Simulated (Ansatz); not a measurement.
This script drives Ansatz's Python interface.

`torsion_c3h4cln.py`:
```python
'''Energy of C3H4ClN as one group turns about a bond.'''

import ansatz as az
from ase import Atoms

SETTINGS = {
    'basis_set': '6-31G*',
    'functional': 'PBE0',
    'vdw': 'd4',
    'fmax': 0.02,
}

atoms = Atoms(['Cl', 'C', 'C', 'C', 'N', 'H', 'H', 'H', 'H'], positions=[
    (-0.7011, 1.9809, -0.4418),
    (0.3963, 0.6979, -0.744),
    (0.5588, -0.1262, 0.4598),
    (0.2725, -1.3793, 0.6521),
    (-0.2869, -0.441, 1.461),
    (1.3527, 1.1603, -1.0471),
    (0.0453, 0.1132, -1.5787),
    (-0.3144, -1.9419, -0.0874),
    (-1.2347, -0.1102, 1.309),
])

# start the scan from a relaxed geometry
first = (
    az.Crystal.molecule_from_ase(atoms).calculation()
    .basis(gaussian=SETTINGS['basis_set'])
    .functional(SETTINGS['functional'], dispersion=SETTINGS['vdw'])
    .relax(force_tolerance=SETTINGS['fmax'], max_steps=80)
)
atoms.positions = first.run().report['positions_ang']

start = atoms.get_dihedral(3, 2, 1, 0)
energies = {}
for turn in range(0, 360, 40):
    turned = atoms.copy()
    turned.set_dihedral(3, 2, 1, 0, start + turn, indices=[0, 1, 5, 6])
    calc = (
        az.Crystal.molecule_from_ase(turned).calculation()
        .basis(gaussian=SETTINGS['basis_set'])
        .functional(SETTINGS['functional'], dispersion=SETTINGS['vdw'])
    )
    energies[round((start + turn) % 360)] = calc.run().report['free_energy_ev']
floor = min(energies.values())
print('dihedral C3-C2-C1-Cl0 (deg)   E - E(min) (kcal/mol)')
for angle, e in sorted(energies.items()):
    print(f'{angle:8d} {23.060548 * (e - floor):14.3f}  ' + '#' * int(30 * (e - floor) / max(max(energies.values()) - floor, 1e-9)))
```

It is started by `python torsion_c3h4cln.py`. How long does it take on 1 thread of Intel(R) Xeon(R) Platinum 8488C (Sapphire Rapids) (shared host), and how much memory does it need?

It took about 64 s, with a peak of 0.26 GiB, for 10 runs of the engine.

Running `python torsion_c3h4cln.py` prints:
```text
dihedral C3-C2-C1-Cl0 (deg)   E - E(min) (kcal/mol)
       1          0.896  #######
      41          1.912  ################
      81          1.785  ##############
     121          0.000
     161          2.420  ####################
     201          3.572  ##############################
     241          1.266  ##########
     281          2.100  #################
     321          2.466  ####################
```

The scan is rigid and the energies are electronic, in a modest basis. With rigid groups the curve can differ much from the relaxed path, the start wasn't checked as a minimum of this torsion, and equivalent turns needn't return to the same energy.
